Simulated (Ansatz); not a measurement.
System: HO2, charge 0, doublet. HO2 (SMILES [O]O, doublet).
B3LYP-D3(BJ)/def2-TZVP minimum from Ansatz (a first-principles code):
```xyz
3

O      0.0587     0.7153    -0.0516
O      0.0423    -0.6096    -0.0011
H     -0.8076    -0.8455     0.4215
```
Charge 0, spin multiplicity 2.

Hartree-Fock and CCSD correlation energies in hartree (Ansatz). Radicals and triplets start from unrestricted determinants; spin-orbit coupling is neglected. Correlated methods leave the cores frozen. No relativity.

```csv
basis,X,E(HF),"E(corr, CCSD)"
cc-pVTZ,3,-150.23645,-0.45905
cc-pVQZ,4,-150.24851,-0.49176
cc-pV5Z,5,-150.25175,withheld
```

Fit E(corr) = E∞ + A/X³ to X = 3 and 4, predict X = 5, and compare with the run.

A = (-0.45905 - (-0.49176))/(1/27 - 1/64) = 1.5276; E∞ = -0.49176 - A/64 = -0.51563; at X = 5, E∞ + A/125 = -0.50341. The run gave -0.50358, 0.17 mEh below the prediction. The same form on X = 4 and 5 gives E∞ = -0.51598, 0.35 mEh below the first estimate.
